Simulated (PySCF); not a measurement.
# C2H3: EPR parameters at several levels of theory

Aim: compute the EPR parameters of C2H3 (`[CH]=C`) at several levels, and see how far they spread and what each costs.

Programs: PySCF 2.14.0, with density-fitted response routines of our own. Each step states its level of theory. These are calculated values for one molecule in the gas phase, unless marked as measured. Atoms count from 0, in the outputs and in this text.

## Step 1: The molecule as given

5 atoms, charge 0, multiplicity 2; geometry from: GFN2-xTB.

Bonds of the start (Å): C0–C1 1.29, C0–H2 1.06, C1–H3 1.09, C1–H4 1.08.

## Step 2: Relaxing the molecule at PBE0-D3(BJ)/def2-SVP

Job settings and geometry (Å):

```
{"job": {"xc": "PBE0", "basis": "def2-SVP", "d3": "d3bj", "grid": 1, "kind": "geom"}, "charge": 0, "multiplicity": 2}
C      0.782620    -0.362260     0.026280
C     -0.454740    -0.010230    -0.026600
H      1.748600     0.083530     0.068100
H     -0.800550     1.027360    -0.035970
H     -1.258680    -0.732700    -0.066170
```

Output:

```text
step   0  E = -77.74336890  max force = 0.023208
step   1  E = -77.74474614  max force = 0.004219
step   2  E = -77.74484856  max force = 0.001745
step   3  E = -77.74488232  max force = 0.000640
step   4  E = -77.74488417  max force = 0.000222
optimisation converged
```

Run time: 3.2 s. Hardware: 1 thread, shared host.

The steps of the relaxation:

| step | energy from step 0 (eV) | largest force component (eV/Å) |
| --- | --- | --- |
| 0 | 0.0000 | 1.1934 |
| 1 | -0.0375 | 0.2169 |
| 2 | -0.0403 | 0.0897 |
| 3 | -0.0412 | 0.0329 |
| 4 | -0.0412 | 0.0114 |

Close pairs (by a distance rule), those that changed most:

| bond | before (Å) | after (Å) | change (Å) |
| --- | --- | --- | --- |
| C0–H2 | 1.065 | 1.090 | +0.026 |
| C0–C1 | 1.288 | 1.311 | +0.023 |
| C1–H4 | 1.082 | 1.097 | +0.016 |
| C1–H3 | 1.094 | 1.102 | +0.008 |

The final coordinates are the input of the step that follows.

| at the end point | value |
| --- | --- |
| point group (found at 0.08 Å tolerance) | Cs |
| rotational constants (GHz, main isotopes) | 232.0, 32.356, 28.396 |
| dipole moment (D) | 0.67 |
| ⟨S²⟩ | 0.767 |

## Step 3: EPR parameters: B3LYP/IGLO-III+pcH-1

Job settings and geometry (Å):

```
{"job": {"kind": "epr"}, "charge": 0, "multiplicity": 2}
C      0.786965    -0.374089     0.024469
C     -0.473025    -0.015971    -0.027263
H      1.765931     0.103709     0.069110
H     -0.775998     1.043532    -0.034368
H     -1.286623    -0.751481    -0.066308
```

Method: UKS B3LYP, IGLO-III on C, pcH-1 on H, non-relativistic, mean-field spin-orbit, GIAO.

Output:

```text
UKS, coarse grid
  cycle   1  E = -77.91529363  |g| = 1.94e-01
  cycle   2  E = -77.91298385  |g| = 2.13e-01
  cycle   3  E = -77.93645328  |g| = 3.91e-02
  cycle   4  E = -77.93693845  |g| = 2.89e-02
  cycle   5  E = -77.93744596  |g| = 3.21e-03
  cycle   6  E = -77.93747987  |g| = 1.71e-03
  cycle   7  E = -77.93749364  |g| = 6.67e-04
  cycle   8  E = -77.93749634  |g| = 1.57e-04
UKS, final grid
  cycle   1  E = -77.93749479  |g| = 9.22e-05
  cycle   2  E = -77.93749481  |g| = 6.23e-05
  cycle   3  E = -77.93749481  |g| = 3.28e-05
  cycle   4  E = -77.93749482  |g| = 1.87e-05
internal stability: stable
E = -77.93749482 Eh   <S^2> = 0.7601 (exact 0.7500)
g shifts (ppm)      1          2          3
  rmc          -139       -139       -139
  gc             29          9         -1
  oz_so        -608         -2        647
  total        -717       -133        507
hyperfine (MHz)  atom isotope    a_iso     a_fc   dipolar eigenvalues
    0   13C     317.23     317.23    -80.77    -57.50    138.28
    1   13C     -13.75     -13.75    -19.99      2.80     17.20
    2    1H      51.70      51.70    -31.70     -7.87     39.57
    3    1H     182.57     182.57     -4.82     -1.67      6.49
    4    1H     114.52     114.52     -6.14     -5.79     11.93
```

It took 6.3 s on 1 thread, shared host.

Principal g values 2.00160, 2.00219, 2.00283; g(iso) = 2.00220, against 2.00232 for a free electron.

Hyperfine couplings, nucleus by nucleus at this fixed geometry (no averaging over rotations):

| nuclei | isotope | a(iso) (MHz) | a(iso) (G, at g = 2.0023) | largest dipolar term (MHz) | measured (MHz) |
| --- | --- | --- | --- | --- | --- |
| C0 | 13C | 317.2 | 113.2 | 138.3 | 301.5 |
| H3 | 1H | 182.6 | 65.1 | 6.5 | – |
| H4 | 1H | 114.5 | 40.9 | 11.9 | – |
| H2 | 1H | 51.7 | 18.4 | 39.6 | 38.7 |
| C1 | 13C | -13.8 | -4.9 | -20.0 | -24.0 |

Measured: Tran Nguyen Lan, Studies on molecular magnetic properties using ab initio quantum chemical methods, thesis, SOKENDAI 2014; solution or matrix (EPR); Pople, Beveridge, Approximate Molecular Orbital Theory, McGraw-Hill 1970 (compilation of measured values). Many experiments give no sign.

Mulliken spin populations:

| atom | value (e) |
| --- | --- |
| C0 | 1.02 |
| C1 | -0.17 |
| H2 | 0.01 |
| H3 | 0.09 |
| H4 | 0.05 |

In first order the couplings over 0.8 MHz of 1H give 8 distinct lines over 124.4 G.

## Step 4: g tensor and hyperfine couplings: PBE/IGLO-III+pcH-1

Same as in step 3 but for these lines:

```diff
@@ -1,2 +1,2 @@
-{"job": {"kind": "epr"}, "charge": 0, "multiplicity": 2}
+{"job": {"kind": "epr", "xc": "PBE"}, "charge": 0, "multiplicity": 2}
 C      0.786965    -0.374089     0.024469
```

Level: UKS PBE, IGLO-III on C, pcH-1 on H, non-relativistic, mean-field spin-orbit, GIAO.

Output:

```text
UKS, coarse grid
  cycle   1  E = -77.78707729  |g| = 2.48e-01
  cycle   2  E = -77.74948362  |g| = 3.57e-01
  cycle   3  E = -77.81795824  |g| = 7.50e-02
  cycle   4  E = -77.82039839  |g| = 3.80e-02
  cycle   5  E = -77.82124870  |g| = 2.65e-03
  cycle   6  E = -77.82126337  |g| = 1.25e-03
  cycle   7  E = -77.82126692  |g| = 4.89e-04
UKS, final grid
  cycle   1  E = -77.82127049  |g| = 4.89e-04
  cycle   2  E = -77.82127003  |g| = 1.10e-03
  cycle   3  E = -77.82127071  |g| = 1.58e-04
  cycle   4  E = -77.82127073  |g| = 6.14e-05
  cycle   5  E = -77.82127074  |g| = 3.33e-05
  cycle   6  E = -77.82127074  |g| = 3.07e-06
internal stability: stable
E = -77.82127074 Eh   <S^2> = 0.7588 (exact 0.7500)
g shifts (ppm)      1          2          3
  rmc          -136       -136       -136
  gc             29         10         -0
  oz_so        -628         -8        646
  total        -735       -134        510
hyperfine (MHz)  atom isotope    a_iso     a_fc   dipolar eigenvalues
    0   13C     289.93     289.93    -78.40    -57.31    135.70
    1   13C     -10.53     -10.53    -19.34      2.95     16.39
    2    1H      46.19      46.19    -31.04     -6.82     37.86
    3    1H     181.97     181.97     -4.96     -1.42      6.39
    4    1H     114.52     114.52     -6.26     -5.50     11.76
```

Wall time 4 s (1 thread, shared host).

Key values: g(iso) 2.00220.

## Step 5: EPR parameters: PBE0/IGLO-III+pcH-1

Same as in step 4 but for these lines:

```diff
@@ -1,2 +1,2 @@
-{"job": {"kind": "epr", "xc": "PBE"}, "charge": 0, "multiplicity": 2}
+{"job": {"kind": "epr", "xc": "PBE0"}, "charge": 0, "multiplicity": 2}
 C      0.786965    -0.374089     0.024469
```

Level: UKS PBE0, IGLO-III on C, pcH-1 on H, non-relativistic, mean-field spin-orbit, GIAO.

Output:

```text
UKS, coarse grid
  cycle   1  E = -77.80958408  |g| = 1.77e-01
  cycle   2  E = -77.81343643  |g| = 1.72e-01
  cycle   3  E = -77.82849096  |g| = 3.57e-02
  cycle   4  E = -77.82898042  |g| = 2.64e-02
  cycle   5  E = -77.82944201  |g| = 4.25e-03
  cycle   6  E = -77.82950675  |g| = 2.45e-03
  cycle   7  E = -77.82954059  |g| = 1.02e-03
  cycle   8  E = -77.82954704  |g| = 2.59e-04
UKS, final grid
  cycle   1  E = -77.82955191  |g| = 1.54e-04
  cycle   2  E = -77.82955196  |g| = 1.05e-04
  cycle   3  E = -77.82955198  |g| = 6.69e-05
  cycle   4  E = -77.82955200  |g| = 4.05e-05
  cycle   5  E = -77.82955200  |g| = 1.98e-05
internal stability: stable
E = -77.82955200 Eh   <S^2> = 0.7657 (exact 0.7500)
g shifts (ppm)      1          2          3
  rmc          -136       -136       -136
  gc             28          8         -1
  oz_so        -624         -5        623
  total        -732       -133        485
hyperfine (MHz)  atom isotope    a_iso     a_fc   dipolar eigenvalues
    0   13C     313.67     313.67    -81.88    -52.50    134.38
    1   13C     -20.24     -20.24    -23.63      4.51     19.12
    2    1H      37.24      37.24    -31.67     -8.16     39.83
    3    1H     175.51     175.51     -4.61     -2.12      6.73
    4    1H     110.73     110.73     -6.26     -6.03     12.29
```

It took 5.8 s on 1 thread, shared host.

Key values: g(iso) 2.00219.

## Step 6: g tensor and hyperfine couplings: BHandHLYP/IGLO-III+pcH-1

Same as in step 5 but for these lines:

```diff
@@ -1,2 +1,2 @@
-{"job": {"kind": "epr", "xc": "PBE0"}, "charge": 0, "multiplicity": 2}
+{"job": {"kind": "epr", "xc": "BHandHLYP"}, "charge": 0, "multiplicity": 2}
 C      0.786965    -0.374089     0.024469
```

With the program's defaults for keys left out, this is: UKS BHandHLYP, IGLO-III on C, pcH-1 on H, non-relativistic, mean-field spin-orbit, GIAO.

Output:

```text
UKS, coarse grid
  cycle   1  E = -77.86254507  |g| = 1.47e-01
  cycle   2  E = -77.87632088  |g| = 8.29e-02
  cycle   3  E = -77.87983446  |g| = 3.29e-02
  cycle   4  E = -77.88062718  |g| = 1.52e-02
  cycle   5  E = -77.88082971  |g| = 5.64e-03
  cycle   6  E = -77.88092557  |g| = 3.48e-03
  cycle   7  E = -77.88099618  |g| = 2.03e-03
  cycle   8  E = -77.88103037  |g| = 7.19e-04
  cycle   9  E = -77.88103367  |g| = 1.91e-04
UKS, final grid
  cycle   1  E = -77.88103262  |g| = 1.01e-04
  cycle   2  E = -77.88103264  |g| = 6.51e-05
  cycle   3  E = -77.88103265  |g| = 5.19e-05
  cycle   4  E = -77.88103265  |g| = 2.67e-05
internal stability: stable
E = -77.88103265 Eh   <S^2> = 0.7698 (exact 0.7500)
g shifts (ppm)      1          2          3
  rmc          -139       -139       -139
  gc             29          7         -2
  oz_so        -607          4        618
  total        -718       -128        477
hyperfine (MHz)  atom isotope    a_iso     a_fc   dipolar eigenvalues
    0   13C     352.81     352.81    -84.82    -50.90    135.72
    1   13C     -28.08     -28.08    -25.63      4.95     20.67
    2    1H      42.69      42.69    -32.18     -9.51     41.69
    3    1H     179.88     179.88     -4.39     -2.92      7.31
    4    1H     112.74     112.74     -6.84     -5.87     12.72
```

Wall time 5.3 s (1 thread, shared host).

This run: g(iso) 2.00220.

## Step 7: g tensor and hyperfine couplings: HF/IGLO-III+pcH-1

Same as in step 6 but for these lines:

```diff
@@ -1,2 +1,2 @@
-{"job": {"kind": "epr", "xc": "BHandHLYP"}, "charge": 0, "multiplicity": 2}
+{"job": {"kind": "epr", "xc": "HF"}, "charge": 0, "multiplicity": 2}
 C      0.786965    -0.374089     0.024469
```

Method: UKS HF, IGLO-III on C, pcH-1 on H, non-relativistic, mean-field spin-orbit, GIAO.

Output:

```text
UKS, final grid
  cycle   1  E = -77.37275764  |g| = 1.93e-01
  cycle   2  E = -77.40720728  |g| = 6.89e-02
  cycle   3  E = -77.41332039  |g| = 2.81e-02
  cycle   4  E = -77.41470099  |g| = 1.64e-02
  cycle   5  E = -77.41548767  |g| = 1.29e-02
  cycle   6  E = -77.41620512  |g| = 1.17e-02
  cycle   7  E = -77.41699850  |g| = 1.06e-02
  cycle   8  E = -77.41868703  |g| = 6.05e-03
  cycle   9  E = -77.41906402  |g| = 1.78e-03
  cycle  10  E = -77.41904263  |g| = 1.75e-03
  cycle  11  E = -77.41906498  |g| = 8.29e-04
  cycle  12  E = -77.41906949  |g| = 1.53e-04
  cycle  13  E = -77.41906952  |g| = 6.15e-05
  cycle  14  E = -77.41906954  |g| = 2.61e-05
  cycle  15  E = -77.41906955  |g| = 4.78e-06
  cycle  16  E = -77.41906955  |g| = 1.71e-06
internal stability: stable
E = -77.41906955 Eh   <S^2> = 0.9588 (exact 0.7500)
g shifts (ppm)      1          2          3
  rmc          -137       -137       -137
  gc             24          7         -2
  oz_so        -604        -19        486
  total        -717       -149        346
hyperfine (MHz)  atom isotope    a_iso     a_fc   dipolar eigenvalues
    0   13C     480.40     480.40   -108.51      2.50    106.01
    1   13C    -126.34    -126.34    -73.76     27.37     46.39
    2    1H     -46.59     -46.59    -33.38    -23.62     57.00
    3    1H     205.68     205.68    -18.39     -3.44     21.83
    4    1H     145.00     145.00    -19.83     -5.35     25.17
```

It took 3.2 s on 1 thread, shared host.

In short: g(iso) 2.00215, not to be trusted: the run shows spin contamination.

## Step 8: EPR parameters: CAM-B3LYP/IGLO-III+pcH-1

Same as in step 7 but for these lines:

```diff
@@ -1,2 +1,2 @@
-{"job": {"kind": "epr", "xc": "HF"}, "charge": 0, "multiplicity": 2}
+{"job": {"kind": "epr", "xc": "CAM-B3LYP"}, "charge": 0, "multiplicity": 2}
 C      0.786965    -0.374089     0.024469
```

Level: UKS CAM-B3LYP, IGLO-III on C, pcH-1 on H, non-relativistic, mean-field spin-orbit, GIAO.

Output:

```text
UKS, coarse grid
  cycle   1  E = -77.86834230  |g| = 1.46e-01
  cycle   2  E = -77.87832551  |g| = 9.67e-02
  cycle   3  E = -77.88294032  |g| = 2.65e-02
  cycle   4  E = -77.88345593  |g| = 1.59e-02
  cycle   5  E = -77.88364894  |g| = 4.89e-03
  cycle   6  E = -77.88371762  |g| = 2.63e-03
  cycle   7  E = -77.88375499  |g| = 1.38e-03
  cycle   8  E = -77.88376804  |g| = 4.91e-04
  cycle   9  E = -77.88376938  |g| = 1.30e-04
UKS, final grid
  cycle   1  E = -77.88376721  |g| = 6.92e-05
  cycle   2  E = -77.88376722  |g| = 4.88e-05
  cycle   3  E = -77.88376723  |g| = 3.53e-05
  cycle   4  E = -77.88376723  |g| = 1.62e-05
internal stability: stable
E = -77.88376723 Eh   <S^2> = 0.7624 (exact 0.7500)
g shifts (ppm)      1          2          3
  rmc          -139       -139       -139
  gc             29          7         -3
  oz_so        -612         -1        666
  total        -722       -133        524
hyperfine (MHz)  atom isotope    a_iso     a_fc   dipolar eigenvalues
    0   13C     308.19     308.19    -82.57    -56.22    138.79
    1   13C     -14.90     -14.90    -21.53      3.31     18.22
    2    1H      49.93      49.93    -32.01     -8.48     40.50
    3    1H     179.33     179.33     -4.61     -1.94      6.55
    4    1H     115.33     115.33     -6.09     -5.98     12.07
```

Wall time 6.5 s (1 thread, shared host).

This run: g(iso) 2.00221.

## Step 9: Side by side: EPR parameters

g, ⟨S²⟩ and isotropic hyperfine couplings (MHz), with basis size and wall time; * marks a run flagged for spin contamination, instability or a large g shift:

| run | g(iso) | ⟨S²⟩ | 13C C0 | 1H H3 | 1H H4 | 1H H2 | 13C C1 | functions | time |
| --- | --- | --- | --- | --- | --- | --- | --- | --- | --- |
| B3LYP/IGLO-III+pcH-1 | 2.00220 | 0.760 | 317.2 | 182.6 | 114.5 | 51.7 | -13.8 | 100 | 6.3 s |
| PBE/IGLO-III+pcH-1 | 2.00220 | 0.759 | 289.9 | 182.0 | 114.5 | 46.2 | -10.5 | 100 | 4 s |
| PBE0/IGLO-III+pcH-1 | 2.00219 | 0.766 | 313.7 | 175.5 | 110.7 | 37.2 | -20.2 | 100 | 5.8 s |
| BHandHLYP/IGLO-III+pcH-1 | 2.00220 | 0.770 | 352.8 | 179.9 | 112.7 | 42.7 | -28.1 | 100 | 5.3 s |
| HF/IGLO-III+pcH-1* | 2.00215 | 0.959 | 480.4 | 205.7 | 145.0 | -46.6 | -126.3 | 100 | 3.2 s |
| CAM-B3LYP/IGLO-III+pcH-1 | 2.00221 | 0.762 | 308.2 | 179.3 | 115.3 | 49.9 | -14.9 | 100 | 6.5 s |
| measured | – | – | 301.5 | – | – | 38.7 | -24.0 | – | – |

Measured: solution or matrix (EPR); Pople, Beveridge, Approximate Molecular Orbital Theory, McGraw-Hill 1970 (compilation of measured values); Tran Nguyen Lan, Studies on molecular magnetic properties using ab initio quantum chemical methods, thesis, SOKENDAI 2014.

## Step 10: Summary of results

```
                            quantity                                            value
                         point group                                               Cs
rotational constants (main isotopes)                         232.00, 32.36, 28.40 GHz
                      g(iso) (B3LYP)                                          2.00220
                                ⟨S²⟩                               0.760 (exact 0.75)
                      largest a(iso)                             13C on C0, 317.2 MHz
       property runs in this session  6, of which 0 failed and 1 gave unsound results
```

In words: Single values in the summary come from the first run of each kind that ended normally (B3LYP/IGLO-III+pcH-1), which need not be the best level. The optimisation took 4 steps and gained 0.041 eV; among the close pairs (by a distance rule), C0–H2 changed most, from 1.065 to 1.090 Å. Most of the unpaired spin sits on C0 (1.02 e). The isotropic g lies 0.1 ppt below the free-electron value. In size, the 3 measured couplings are missed by 13.0 MHz on average; matrix, vibration and temperature are not in the model. The coupling of 13C on C0 runs from 289.9 (PBE/IGLO-III+pcH-1) to 352.8 MHz (BHandHLYP/IGLO-III+pcH-1), the starred runs left aside. For the 3 measured hyperfine couplings, PBE0/IGLO-III+pcH-1 misses least (5.8 MHz, 5.8 s) and BHandHLYP/IGLO-III+pcH-1 most (19.8 MHz, 5.3 s); the quickest, PBE/IGLO-III+pcH-1, misses by 10.8 MHz in 4 s. One molecule ranks no method: errors cancel, and vibration and temperature are missing from all runs.
